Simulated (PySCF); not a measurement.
What each rung costs and misses: atomization of Si2, triplet

Geometry (MP2(full)/6-31G*, from the G2/97 set):

```xyz
2

Si    0.0000    0.0000    0.0000
Si    0.0000    0.0000    2.2601
```

Measured, as an electronic atomization energy: 74.7 kcal/mol (G2/97 heats of formation of molecule and atoms, with zero-point and thermal terms from B3LYP taken off; Curtiss et al., J. Chem. Phys. 106, 1063 (1997), Staroverov et al., J. Chem. Phys. 119, 12129 (2003)). The measured value holds scalar relativity and spin–orbit coupling, which all computed ones lack, and core correlation, which the wave-function levels lack. Atoms are taken at the same level; beside RHF, RMP2 and RCC rows of closed shells they are unrestricted. The atoms' steps beyond CCSDT are taken from full CI of the atoms, which share full CI's core. PySCF 2.14.0; the 6-31G* set has Cartesian d functions; a miss is computed less measured; times are wall times on shared hosts and scatter by a factor of two or so; they hold the correlated step alone (with one SCF for RCCSD(T)), and functionals start from a converged Hartree–Fock density. B3LYP has the VWN-RPA form, and B2PLYP's MP2 part freezes the cores.

| level | basis | miss (kcal/mol) | time of the run | hardware |
| --- | --- | --- | --- | --- |
| RHF | STO-3G | -32.3 | – | – |
| RMP2 | STO-3G | 2.5 | – | – |
| UCCSD(T) | STO-3G | 6.5 | 0.38 s | 1 CPU thread |
| PBE | STO-3G | 48.3 | 1.6 s | 1 CPU thread |
| r2SCAN | STO-3G | 38.1 | 2.1 s | 1 CPU thread |
| wB97M-V | STO-3G | 30.6 | 7.3 s | 1 CPU thread |
| UMP2 | 6-31G | -26.1 | – | – |
| UCCSD(T) | 6-31G | -24.1 | 1.3 s | 1 CPU thread |
| full CI | 6-31G | -22.5 | 27 s | 1 CPU thread |
| PBE | 6-31G | -5.8 | 2.4 s | 1 CPU thread |
| B3LYP | 6-31G | -16.5 | 2.7 s | 1 CPU thread |
| wB97M-V | 6-31G | -20.6 | 34 s | 1 CPU thread |
| B2PLYP | 6-31G | -19.0 | 8.1 s | 1 CPU thread |
| UHF | 6-31G* | -40.0 | 0.59 s | 1 CPU thread |
| UMP2 | 6-31G* | -15.3 | – | – |
| RCCSD(T) | 6-31G* | -13.6 | 3.3 s | 1 CPU thread |
| UCCSD(T) | 6-31G* | -13.7 | 2 s | 1 CPU thread |
| r2SCAN | 6-31G* | -0.5 | 6.4 s | 1 CPU thread |
| B3LYP | 6-31G* | -3.8 | 6.7 s | 1 CPU thread |
| wB97M-V | 6-31G* | -1.9 | 15 s | 1 CPU thread |
| B2PLYP | 6-31G* | -7.4 | 11 s | 1 CPU thread |
| RHF | cc-pV(D+d)Z | -33.1 | – | – |
| RCCSD(T) | cc-pV(D+d)Z | -12.5 | 3.9 s | 1 CPU thread |
| UCCSD(T) | cc-pV(D+d)Z | -12.6 | 2.8 s | 1 CPU thread |
| PBE | cc-pV(D+d)Z | 5.5 | 2.6 s | 1 CPU thread |
| B3LYP | cc-pV(D+d)Z | -1.2 | 3 s | 1 CPU thread |
| RHF | cc-pV(T+d)Z | -30.1 | – | – |
| UHF | cc-pV(T+d)Z | -33.1 | 5 s | 1 CPU thread |
| RMP2 | cc-pV(T+d)Z | -4.0 | – | – |
| UMP2 | cc-pV(T+d)Z | -4.6 | – | – |
| RCCSD(T) | cc-pV(T+d)Z | -3.8 | 20 s | 1 CPU thread |
| UCCSD(T) | cc-pV(T+d)Z | -3.9 | 17 s | 1 CPU thread |
| B3LYP | cc-pV(T+d)Z | 0.2 | 7.7 s | 1 CPU thread |
| RHF | cc-pV(Q+d)Z | -29.9 | – | – |
| RMP2 | cc-pV(Q+d)Z | -1.3 | – | – |
| RCCSD(T) | cc-pV(Q+d)Z | -0.8 | 2.6 min | 1 CPU thread |
| UCCSD(T) | cc-pV(Q+d)Z | -0.9 | 2.5 min | 1 CPU thread |
| r2SCAN | cc-pV(Q+d)Z | 3.4 | 20 s | 1 CPU thread |
| B3LYP | cc-pV(Q+d)Z | 0.1 | 16 s | 1 CPU thread |
| wB97M-V | cc-pV(Q+d)Z | 3.0 | 68 s | 1 CPU thread |

HF's time is that of a plain UHF run. A dash: the level came out of a higher level's run.

A composite of the best parts (unrestricted reference, at this geometry, which isn't the minimum of the high levels):

| part | kcal/mol |
| --- | --- |
| Hartree–Fock limit (T, Q; exp(−5.46 √X)) | 41.98 |
| CCSD(T) correlation limit (T, Q; X⁻³) | 33.95 |
| CCSDT − CCSD(T) (DZ) | 0.53 |
| sum | 76.5 |
| sum less measured | 1.8 |
